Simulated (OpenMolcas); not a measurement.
How methods differ on AlH3 (SMILES [AlH3])

AlH3 has 4 atoms, charge 0, and is taken as a singlet. As SMILES, `[AlH3]`. The coordinates come from a PBE0-D4/def2-TZVP relaxation.

```
atom    x (Å)    y (Å)    z (Å)
  Al   0.0137  -0.0148  -0.0051
   H   0.6332   0.6709   1.2836
   H  -1.3408  -0.8320   0.1051
   H   0.7494   0.1157  -1.4039
```

Each level gives the energy change with the Al1–H3 bond stretched from 1.586 to 3.964 Å (eV). The values are calculated.

```csv
level,kind,program,value (eV),less FCI/pcseg-0
HF/pcseg-0 (restricted),Hartree–Fock,OpenMolcas,5.31,+2.26
r2SCAN/pcseg-0 (restricted),meta-GGA,OpenMolcas,5.80,+2.75
M06-2X/pcseg-0 (restricted),hybrid meta-GGA,OpenMolcas,4.73,+1.68
B2PLYP/pcseg-0 (restricted),double hybrid,OpenMolcas,4.26,+1.21
MP2/pcseg-0 (restricted),perturbation theory,OpenMolcas,4.37,+1.32
"CASSCF(2,2)/pcseg-0",multireference,OpenMolcas,3.01,-0.04
CCSD(T)/pcseg-0 (restricted),coupled cluster or CI,OpenMolcas,3.02,-0.03
FCI/3-21G,exact in the basis,OpenMolcas,3.12,+0.07
FCI/pcseg-0,exact in the basis,OpenMolcas,3.05,0.00
```

FCI/pcseg-0 is exact within its basis and frozen core, so for wave-function methods in that basis the difference is their error; functionals converge differently with the basis, so for them it is only a difference. Spin-restricted single references rise too steeply as a bond breaks. Perturbation and coupled-cluster corrections on them can overshoot downwards. The first shape isn't each level's own minimum. The values span 3.01 to 5.80 eV. All rows use very small basis sets, so even the best lies far from the true value.
